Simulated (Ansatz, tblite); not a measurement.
# CH₈Si₂: chosen isomers compared, part 2 of 2

Aim: relax some chosen isomers of CH₈Si₂, and see how the levels of theory order them.

Ansatz 0.2.0, Gaussian basis; relaxed with PBE-D4/def2-SVP, singlet. The steps go on from the part before.

### 14 Candidate B, PBE-D4/def2-SVP

File in.yaml:

```yaml
crystal:
  periodic: [false, false, false]
  atoms:
    - {symbol: C, position_ang: [0.022907, 0.340903, 0.703978]}
    - {symbol: Si, position_ang: [-0.931177, -1.260672, 0.373342]}
    - {symbol: Si, position_ang: [0.917192, 1.050967, -0.806224]}
    - {symbol: H, position_ang: [-1.587389, -1.773117, 1.627937]}
    - {symbol: H, position_ang: [0.001455, -2.323176, -0.144777]}
    - {symbol: H, position_ang: [-1.999308, -1.021993, -0.660582]}
    - {symbol: H, position_ang: [1.939256, 0.067744, -1.311701]}
    - {symbol: H, position_ang: [-0.067583, 1.322276, -1.912480]}
    - {symbol: H, position_ang: [1.620349, 2.338668, -0.467674]}
    - {symbol: H, position_ang: [0.769976, 0.154275, 1.505640]}
    - {symbol: H, position_ang: [-0.685678, 1.104134, 1.092550]}
basis:
  gaussian: {orbitals: def2-SVP, initial_orbitals: start.molden}
hamiltonian: {xc: pbe, dispersion: d4}
scf: {omitted_lower_state_checks: [starts]}
output: {orbitals: {seedname: orbitals}}
```

The run is started by

```sh
$ ansatz run in.yaml --threads 2 --pin off --events-out ev --progress --plain --max-ram 4352MiB
```

Output:

```text
Functional definition: PBE
  name "PBE"
  cite "Perdew, Burke & Ernzerhof, Phys. Rev. Lett. 77, 3865 (1996) doi:10.1103/PhysRevLett.77.3865"
  parent pbe
  parameter kappa = 0.804
  parameter beta = 0.06672455060314922
  exchange = pbe_x(kappa = kappa, mu = beta*pi^2/3)
  correlation = pbe_c(beta = beta)
these checks for a lower state are left out or cut short: starts
1014 factors; their error is unknown
mean field evaluation 1: about -16906.4752 eV, gradient 6.3e0 eV
mean field evaluation 2: about -16906.5927 eV, gradient 9.6e-2 eV
mean field evaluation 4: about -16906.5194 eV, gradient 1.1e-4 eV
mean field -16906.51942544 eV, -621.3031292345 hartree, gradient 6.4e-6 eV, S^2 0.000000; 0 other end points of the search recorded, 0 dependent functions left out
reference -16906.51946413 eV, -621.3031306564 hartree; 21, 21 occupied and 69, 69 virtual orbitals, 1014 factors
Total energy: -16906.73400611 eV, -621.3110149286 hartree
Checks for a lower state left out: starts
```

Run time: 2 s. Hardware: 2 threads of Arm Neoverse N1, shared host.

HOMO -7.51 eV, LUMO -0.15 eV.

### 15 Candidate B, PBE0-D4/def2-SVP

Changes to in.yaml since step 14:

```diff
@@ -16,3 +16,3 @@
   gaussian: {orbitals: def2-SVP, initial_orbitals: start.molden}
-hamiltonian: {xc: pbe, dispersion: d4}
+hamiltonian: {xc: pbe0, dispersion: d4}
 scf: {omitted_lower_state_checks: [starts]}
```

Same command.

Output:

```text
Functional definition: PBE0
  name "PBE0"
  cite "Adamo & Barone, J. Chem. Phys. 110, 6158 (1999) doi:10.1063/1.478522"
  cite "Perdew, Burke & Ernzerhof, Phys. Rev. Lett. 77, 3865 (1996) doi:10.1103/PhysRevLett.77.3865"
  parent pbe
  parameter a = 0.25
  parameter kappa = 0.804
  parameter beta = 0.06672455060314922
  exchange = (1 - a)*pbe_x(kappa = kappa, mu = beta*pi^2/3) + a*exact_x
  correlation = pbe_c(beta = beta)
these checks for a lower state are left out or cut short: starts
1014 factors; their error is unknown
mean field evaluation 1: about -16908.4949 eV, gradient 3.8e0 eV
mean field evaluation 2: about -16908.5380 eV, gradient 3.3e-2 eV
mean field evaluation 4: about -16908.6338 eV, gradient 5.7e-5 eV
mean field -16908.63378261 eV, -621.3808304273 hartree, gradient 6.1e-5 eV, S^2 0.000000; 0 other end points of the search recorded, 0 dependent functions left out
reference -16908.63381211 eV, -621.3808315113 hartree; 21, 21 occupied and 69, 69 virtual orbitals, 1014 factors
Total energy: -16908.81522582 eV, -621.3874983423 hartree
Checks for a lower state left out: starts
```

Wall time 1.9 s (2 threads of Arm Neoverse N1, shared host).

HOMO -8.79 eV, LUMO 0.67 eV.

### 16 Candidate B, HF/STO-3G

Changes to in.yaml since step 15:

```diff
@@ -15,4 +15,4 @@
 basis:
-  gaussian: {orbitals: def2-SVP, initial_orbitals: start.molden}
-hamiltonian: {xc: pbe0, dispersion: d4}
+  gaussian: {orbitals: STO-3G}
+hamiltonian: {xc: hf}
 scf: {omitted_lower_state_checks: [starts]}
```

Launched as before.

Output:

```text
Functional definition: HF
  name "HF"
  cite "Fock, Z. Phys. 61, 126 (1930) doi:10.1007/BF01340294"
  parent pbe
  exchange = exact_x
  correlation = 0
these checks for a lower state are left out or cut short: starts
369 factors; integrals over basis functions are off by at most 3.4e-5 eV
mean field evaluation 1: about -16687.3113 eV, gradient 1.1e1 eV
mean field evaluation 2: about -16687.3767 eV, gradient 1.1e1 eV
mean field evaluation 4: about -16687.9716 eV, gradient 4.3e-1 eV
mean field evaluation 8: about -16687.9719 eV, gradient 6.0e-6 eV
mean field -16687.97194268 eV, -613.2716573800 hartree, gradient 1.0e-5 eV, S^2 0.000000; 0 other end points of the search recorded, 0 dependent functions left out
reference -16687.97194268 eV, -613.2716573800 hartree; 21, 21 occupied and 10, 10 virtual orbitals, 369 factors
Total energy: -16687.97194268 eV, -613.2716573800 hartree
Checks for a lower state left out: starts
```

It took 0.2 s on 2 threads of Arm Neoverse N1, shared host.

Report: HOMO -9.61 eV, LUMO 12.59 eV.

### 17 Candidate B, CCSD(T)/def2-TZVPP

Changes to in.yaml since step 16:

```diff
@@ -15,4 +15,4 @@
 basis:
-  gaussian: {orbitals: STO-3G}
-hamiltonian: {xc: hf}
+  gaussian: {orbitals: def2-TZVPP, initial_orbitals: start.molden}
+correlation: {method: ccsd_t}
 scf: {omitted_lower_state_checks: [starts]}
```

The command is unchanged.

Output, shortened:

```text
Functional definition: HF
  name "HF"
  cite "Fock, Z. Phys. 61, 126 (1930) doi:10.1007/BF01340294"
  parent pbe
[...]
1270 factors; integrals over basis functions are off by at most 7.9e-4 eV
[...]
mean field -16882.69847062 eV, -620.4277252914 hartree, gradient 3.3e-6 eV, S^2 0.000000; 0 other end points of the search recorded, 0 dependent functions left out
11 core orbitals not correlated: weight in the atoms' cores, before any rotation towards them, 1.000 or more for the frozen orbitals, at most 0.000 for the correlated occupied ones
reference -16882.69847062 eV, -620.4277252914 hartree; 10, 10 occupied and 206, 206 virtual orbitals, 1270 factors
second order -12.01751553 eV of doubles, -0.00000000 eV of singles
cycle   1  -13.09959993 eV  change    -1.1e0 eV  update   8.3e-2
[...]
cycle   8  -13.58508065 eV  change   -1.7e-5 eV  update   1.8e-5
perturbative correction -0.46539179 eV, -0.0171028328 hartree
Total energy: -16896.74894306 eV, -620.9440706296 hartree
Checks for a lower state left out: starts
```

Wall time 2 min (2 threads of Arm Neoverse N1, shared host); peak memory 3.5 GiB.

Report: Hartree-Fock HOMO -11.78 eV, LUMO 2.91 eV; T1 0.011.

### 18 Candidate B, MP2/def2-TZVP

Changes to in.yaml since step 17:

```diff
@@ -15,4 +15,4 @@
 basis:
-  gaussian: {orbitals: def2-TZVPP, initial_orbitals: start.molden}
-correlation: {method: ccsd_t}
+  gaussian: {orbitals: def2-TZVP, initial_orbitals: start.molden}
+correlation: {method: mp2}
 scf: {omitted_lower_state_checks: [starts]}
```

Launched as before.

Output:

```text
Functional definition: HF
  name "HF"
  cite "Fock, Z. Phys. 61, 126 (1930) doi:10.1007/BF01340294"
  parent pbe
  exchange = exact_x
  correlation = 0
these checks for a lower state are left out or cut short: starts
1030 factors; integrals over basis functions are off by at most 1.0e-3 eV
mean field evaluation 1: about -16881.8676 eV, gradient 2.7e1 eV
mean field evaluation 2: about -16882.5045 eV, gradient 7.6e-1 eV
mean field evaluation 4: about -16882.6520 eV, gradient 4.4e-3 eV
mean field evaluation 8: about -16882.6520 eV, gradient 1.1e-6 eV
mean field -16882.65201278 eV, -620.4260179970 hartree, gradient 1.2e-6 eV, S^2 0.000000; 0 other end points of the search recorded, 0 dependent functions left out
11 core orbitals not correlated: weight in the atoms' cores, before any rotation towards them, 1.000 or more for the frozen orbitals, at most 0.000 for the correlated occupied ones
reference -16882.65201278 eV, -620.4260179970 hartree; 10, 10 occupied and 132, 132 virtual orbitals, 1030 factors
second order -11.32901385 eV of doubles, -0.00000000 eV of singles
Total energy: -16893.98102663 eV, -620.8423515770 hartree
Checks for a lower state left out: starts
```

Wall time 2.6 s (2 threads of Arm Neoverse N1, shared host).

From the report: Hartree-Fock HOMO -11.78 eV, LUMO 2.91 eV.

### 19 B against A

The energies of A at these levels come from its own runs, whose logs aren't repeated here.

Differences are taken before rounding.

| method | B above A (kJ/mol) | from CCSD(T)/def2-TZVPP (kJ/mol) | time |
| --- | --- | --- | --- |
| GFN1-xTB | -46.39 | -43.96 | 0.017 s |
| GFN2-xTB | -28.72 | -26.29 | 0.011 s |
| HF/STO-3G | 18.32 | +20.75 | 0.4 s |
| HF/def2-TZVP | -7.67 | -5.23 | 3.4 s |
| HF/def2-TZVPP | -7.30 | -4.86 |  |
| PBE-D4/def2-SVP | 10.53 | +12.97 | 3.7 s |
| PBE-D4/def2-TZVP | 10.55 | +12.98 | 7.7 s |
| r2SCAN-D4/def2-TZVP | 3.44 | +5.87 | 13 s |
| PBE0-D4/def2-SVP | 7.31 | +9.75 | 3.8 s |
| PBE0-D4/def2-TZVP | 7.01 | +9.44 | 7.6 s |
| CAM-B3LYP-D4/def2-TZVP | -2.40 | +0.04 | 8.6 s |
| ωB97M-V/def2-TZVP | -5.91 | -3.48 | 29 s |
| MP2/def2-TZVP | -8.91 | -6.47 | 5.2 s |
| MP2/def2-TZVPP | -8.63 | -6.19 |  |
| CCSD/def2-TZVPP | -2.93 | -0.49 |  |
| CCSD(T)/def2-TZVPP | -2.44 | 0 | 4 min |

Among the levels timed on like hardware and quicker than the yardstick, those that no quicker one beats, quickest first: GFN2-xTB (0.011 s, -26.29 kJ/mol); HF/STO-3G (0.4 s, +20.75 kJ/mol); HF/def2-TZVP (3.4 s, -5.23 kJ/mol); CAM-B3LYP-D4/def2-TZVP (8.6 s, +0.04 kJ/mol).

Times add the two runs; a level without a time comes out of a correlated run.

### 20 Outcome

The summary covers parts 1 to 2.

| quantity | value |
| --- | --- |
| B above A, CCSD(T)/def2-TZVPP | -2.44 kJ/mol |
| levels that put B lower | GFN1-xTB, GFN2-xTB, HF/def2-TZVP, HF/def2-TZVPP, CAM-B3LYP-D4/def2-TZVP, ωB97M-V/def2-TZVP, MP2/def2-TZVP, MP2/def2-TZVPP, CCSD/def2-TZVPP, CCSD(T)/def2-TZVPP |

What this shows: The levels disagree on B and A: 10 of 16 put B lower. CCSD(T)/def2-TZVPP isn't at the basis-set limit; small misses against it rank nothing. Only these isomers were run, one conformer each; others of the formula can lie lower. Only singlets are compared; another spin may lie lower and prefer another shape.
